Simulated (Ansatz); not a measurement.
# AlBFH3: how energies converge with the basis set

The task here is to estimate one member of a computed series from the others.

Program: Ansatz 0.2.0, Gaussian basis. Level of theory: one geometry, several basis sets. These are calculated values, not measurements.

Plan: PBE0-D4/def2-SVP; ωB97M-V/def2-SVP; PBE0-D4/def2-QZVPP; ωB97M-V/def2-QZVPP; the functionals' def2-TZVPP values are taken from earlier runs.

1 further run of the same task is left out (it didn't finish).

## The geometry

All runs share one geometry, relaxed beforehand with PBE0-D4 in a triple-zeta def2 set.

SMILES `F[BH][AlH2]`, 6 atoms, charge 0, spin multiplicity 1.

Atoms are counted from 1 here; the program's logs count them from 0.

Bond lengths: F1–B2 1.329 Å, B2–Al3 2.161 Å, B2–H4 1.210 Å, Al3–H5 1.592 Å, Al3–H6 1.592 Å. Angles: F1–B2–Al3 120.8°, F1–B2–H4 114.2°, Al3–B2–H4 125.0°, B2–Al3–H5 120.9°, B2–Al3–H6 120.9°, H5–Al3–H6 118.1°.

Set-up of the first run:

Contents of in.yaml:

```yaml
crystal:
  periodic: [false, false, false]
  atoms:
    - {symbol: F, position_ang: [-0.478469, -2.079129, -0.109508]}
    - {symbol: B, position_ang: [-0.701468, -0.798004, -0.384108]}
    - {symbol: Al, position_ang: [0.643845, 0.736041, 0.326913]}
    - {symbol: H, position_ang: [-1.694497, -0.598876, -1.045531]}
    - {symbol: H, position_ang: [1.874388, 1.220452, -0.559820]}
    - {symbol: H, position_ang: [0.398301, 1.455515, 1.725856]}
basis:
  gaussian: {orbitals: def2-SVP}
hamiltonian: {xc: pbe0, dispersion: d4}
output: {orbitals: {seedname: orbitals}}
```

Run with:

```
> ansatz run in.yaml --threads 2 --pin off --events-out ev --progress --plain --max-ram 4352MiB
```

Among the steps run: PBE0-D4 in def2-SVP; ωB97M-V in def2-SVP; PBE0-D4 in def2-QZVPP; ωB97M-V in def2-QZVPP.

One of the session's tables, all rows but one given; the rest of the session is left out.

It belongs to the step «Density functionals: the series». 

| functional | basis | HOMO (eV) | LUMO (eV) |
| --- | --- | --- | --- |
| PBE0-D4 | def2-SVP | -7.27 | -1.83 |
| PBE0-D4 | def2-TZVPP | -7.31 | -1.86 |
| PBE0-D4 | def2-QZVPP | -7.32 | -1.88 |
| ωB97M-V | def2-SVP | -9.36 | -0.13 |
| ωB97M-V | def2-TZVPP | -9.45 | -0.25 |
| ωB97M-V | def2-QZVPP | ? | ? |

Estimate the missing values for ωB97M-V, def2-QZVPP.

The run gave: HOMO (eV): -9.46; LUMO (eV): -0.38. In the column «HOMO (eV)» it is the lowest.
